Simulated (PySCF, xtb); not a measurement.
Cl₂, SMILES ClCl.

Geometry: PBE0-D3(BJ)/def2-TZVPD.

The numbers are results of C-PCM-B3LYP/def2-TZVPD (PySCF 2.14.0), not measurements.

The values are the electrostatic part of the solvation free energy, E(continuum) − E(gas) at the gas-phase geometry, in a cavity of scaled van der Waals radii (PySCF's table); cavitation and dispersion terms are not included. In vacuum the orbital gap is 5.08 eV. The dipole moment in vacuum is 0.00 D.

Computed values in water (ε = 78.36), 1-octanol (ε = 9.86), ethylethanoate (ε = 5.99):
| solvent | ε | ΔG(elec) (kcal/mol) | dipole (D) | gap (eV) |
|---|---|---|---|---|
| water | 78.36 | -0.7 | 0.00 | 5.15 |
| 1-octanol | 9.86 | -0.6 | 0.00 | 5.14 |
| ethylethanoate | 5.99 | -0.6 | 0.00 | 5.14 |

For comparison, GFN2-xTB/ALPB(water) (xtb, at the GFN2-xTB geometry, all terms of that model) gives 0.5 kcal/mol.
